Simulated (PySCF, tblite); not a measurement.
# C₄H₁₀P₂: geometry, infrared bands and NMR shifts

Wanted: the infrared bands and NMR shifts of C₄H₁₀P₂ (`[H]/P=P/C(C)(C)C`), by calculation.

The runs use tblite 0.8.0 and PySCF 2.14.0, with density-fitted response routines of our own; the level of theory stands in each step. All values are computed, except where a source is named. Atoms are numbered from 0 throughout.

**1. The starting structure**

16 atoms, charge 0, multiplicity 1; geometry from: force field or distance geometry start.

Bonds of the start (Å): C0–C1 1.54, C1–C2 1.52, C1–C3 1.54, C1–P4 1.94, P4–P5 2.19, C0–H6 1.09, C0–H7 1.10, C0–H8 1.09, C2–H9 1.11, C2–H10 1.09, C2–H11 1.09, C3–H12 1.09, C3–H13 1.09, C3–H14 1.10, P5–H15 1.43.

**2. Optimising the geometry with GFN2-xTB**

What the job is given:

```
{"job": {"kind": "relax", "xc": "GFN2-xTB", "basis": "xTB"}, "charge": 0, "multiplicity": 1}
C     -0.181500    -1.190400    -0.849700
C     -0.150800    -0.020700     0.146000
C     -0.308900     1.315600    -0.565400
C     -1.321800    -0.188200     1.136400
P      1.467500    -0.061200     1.206800
P      3.026900     0.187500    -0.304800
H     -0.045800    -2.153700    -0.360400
H     -1.153500    -1.216900    -1.356000
H      0.578600    -1.097300    -1.626800
H     -1.296000     1.366200    -1.066600
H     -0.270000     2.164000     0.124600
H      0.438700     1.473700    -1.339000
H     -2.286900    -0.184300     0.626400
H     -1.345900     0.611300     1.884000
H     -1.263600    -1.137000     1.692300
H      4.105300     0.140200     0.640700
```

On the command line:

```sh
OMP_NUM_THREADS=1 python probes_run.py task.json out
```

This one command runs all jobs of the session in turn.

**Question.** This job is followed by: GFN2-xTB harmonic vibrations, gas phase; GIAO PBE0/pcSseg-1 NMR shielding, non-relativistic, gas phase. Predict these results of the whole session: strongest single infrared mode (GFN2-xTB); zero-point energy (GFN2-xTB); 13C shifts against TMS (PBE0/pcSseg-1, means over atoms taken as alike); 1H shifts against TMS (PBE0/pcSseg-1, means over atoms taken as alike); 31P shifts against H3PO4 (PBE0/pcSseg-1).

As calculated:

| quantity | value |
| --- | --- |
| strongest single infrared mode (GFN2-xTB) | 2219 cm⁻¹, 99 km/mol |
| zero-point energy (GFN2-xTB) | 81.6 kcal/mol |
| 13C shifts against TMS (PBE0/pcSseg-1, means over atoms taken as alike) | 47.6, 34.2 ppm |
| 1H shifts against TMS (PBE0/pcSseg-1, means over atoms taken as alike) | 9.90, 1.61 ppm |
| 31P shifts against H3PO4 (PBE0/pcSseg-1) | 814.8, 544.9 ppm |

In words: Over 26 steps the energy fell by 0.352 eV; of the close pairs, P4–P5 changed most, 2.186 to 2.023 Å. No mode is imaginary among the 42: a minimum at this level. The strongest single mode, at 2219 cm⁻¹, moves mainly H15. Unscaled tight-binding wavenumbers are off by several per cent, some by more. Its intensities can rank the bands wrongly.
